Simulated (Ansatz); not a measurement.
## How far each method lies from RCCSDTQ for Si2H2⁺ (H-bridged), doublet

Geometry: that of the Si2H2 (H-bridged), singlet, kept fixed.

```yaml
atoms:
  - { symbol: Si, position_ang: [0.0000, 0.0641, 1.0054] }
  - { symbol: Si, position_ang: [0.0000, -0.0046, -1.0948] }
  - { symbol: H, position_ang: [0.0000, -0.3818, 2.4302] }
  - { symbol: H, position_ang: [0.0000, -1.2748, 0.0623] }
```

Basis cc-pVDZ; Ansatz 0.2.0. Correlated methods freeze the noble-gas cores, which leaves 9 electrons in 36 orbitals. Prefix R: restricted or restricted open-shell reference; prefix U: unrestricted. Active spaces: valence = (9e, 10o) chosen from the atoms' valence shells.

Full CI isn't at hand for all of this; RCCSDTQ serves as the reference, and is uncertain by about the last step of the cluster series. The frozen core follows each run's orbitals, which can shift R against U totals by a few meV.

For open shells CISD is restricted-active-space CI with the open shells as a complete middle space.

The UHF ⟨S²⟩ is 0.766, the T1 diagnostic (RCCSD) is 0.0205 and the largest doubles amplitude (RCCSD) is 0.072. The T1 diagnostic (UCCSD) is 0.0198.

| level | E − E(RCCSDTQ) (kJ/mol) | share of correlation (%) | wall time |
| --- | --- | --- | --- |
| RHF | 526.6 | 0.00 | – |
| UHF | 519.2 | 1.40 | – |
| RMP2 | 120.2 | 77.18 | – |
| UMP2 | 121.5 | 76.93 | – |
| CISD | 64.4 | 87.77 | 1.3 s |
| RCCSD | 26.2 | 95.03 | – |
| UCCSD | 26.0 | 95.07 | – |
| RCCSD(T) | 5.5 | 98.95 | 2.2 s |
| UCCSD(T) | 5.6 | 98.94 | 1.9 s |
| BCCD(T) | 5.5 | 98.96 | 2.5 s |
| RCCSDT | 1.4 | 99.73 | – |
| UCCSDT | 1.4 | 99.73 | – |
| RCCSDT(Q) | 0.1 | 99.97 | 14 s |
| UCCSDT(Q) | 0.1 | 99.98 | 13 s |
| CASSCF (valence space) | 292.8 | 44.38 | – |
| NEVPT2 (valence space) | 74.7 | 85.82 | 6.5 s |
| MRCISD (valence space) | 18.9 | 96.40 | – |
| MRCISD+Q (valence space) | 0.6 | 99.89 | 17 s (H100) |

The correlation energy at RCCSDTQ, counted from RHF, is -5.457 eV. That run took 55 s on 2 threads of AMD EPYC 7R13 with a shared H100 80 GB, shared host.

Times hold each run's SCF and search for its determinant on a shared host, so for small cases they say little of a method's own cost; rows without a card ran on 1 thread of AMD EPYC 7R13.

Natural occupations of CASSCF (valence space) about the gap: 1.982 1.969 1.948 1.919 0.991 0.059 0.048 0.039 0.029 0.015; effectively unpaired electrons, Σ n²(2−n)², 1.07.
